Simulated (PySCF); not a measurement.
**Broadened absorption spectrum of F2O2S**

Species: F2O2S.
InChI=1S/F2O2S/c1-5(2,3)4

The calculation used TDDFT wB97X-D/def2-SVPD, vertical, gas phase, core orbitals frozen in the response in PySCF 2.14.0, density-fitted response routines. Isolated species at its GFN2-xTB geometry, gas phase.

Computed states:

```tsv
state	E (eV)	f
S1	8.09	0.0005
S2	8.47	0.0000
S3	8.73	0.0000
S4	9.58	0.022
S5	9.73	0.012
S6	10.13	0.060
S7	10.49	0.0000
S8	10.61	0.0014
```

Each state is given a Gaussian of 0.5 eV full width at half maximum, with ε(max) = 2.175×10⁸ f / Δν̃ (Δν̃ the width in cm⁻¹). The width is an assumption, not a result. The curve ends short of the highest state used, and states not computed would add to its high-energy end.

Question: Give the broadened spectrum and its maxima.

Answer: 
```csv
λ (nm),ε (L mol⁻¹ cm⁻¹)
123.8,3192
124.6,2892
125.5,2559
126.3,2336
127.1,2190
127.9,2083
128.7,1965
129.5,1799
130.4,1543
131.2,1270
132.0,986
132.8,721
133.6,497
134.5,305
135.3,186
136.1,107
136.9,58
137.7,30
138.5,15
139.4,6
140.2,3
141.0,1
141.8,1
142.6,1
143.5,1
144.3,2
145.1,3
145.9,5
146.7,7
147.5,10
148.4,13
149.2,17
150.0,20
150.8,23
151.6,26
152.5,28
153.3,28
154.1,27
154.9,26
155.7,23
156.5,20
157.4,17
158.2,13
159.0,11
159.8,8
160.6,6
161.5,4
162.3,3
163.1,2
163.9,1
164.7,1
165.5,0
166.4,0
167.2,0
168.0,0
168.8,0
```

Maxima: 153 nm (8.09 eV), ε about 28, made up of S1 (100%) (ε in L mol⁻¹ cm⁻¹; maxima over ε = 5, shares over 10%). At its high-energy end, 10.01 eV, the curve is still rising (ε about 3200, from S6).

Question: Coming from long wavelengths, where does ε first pass 100 L mol⁻¹ cm⁻¹?

Answer: At about 136 nm (9.11 eV), 1.01 eV above S1.

Question: What would ε be at 8.09 eV, the highest of these maxima, with half the width (0.25 eV)?

Answer: About 56 L mol⁻¹ cm⁻¹ against 28, a factor of about 2.00; a lone state at its own centre would give exactly 2.

On an x86-64 server with one thread, no GPU, on a shared host, this took 7.8 s of wall time.
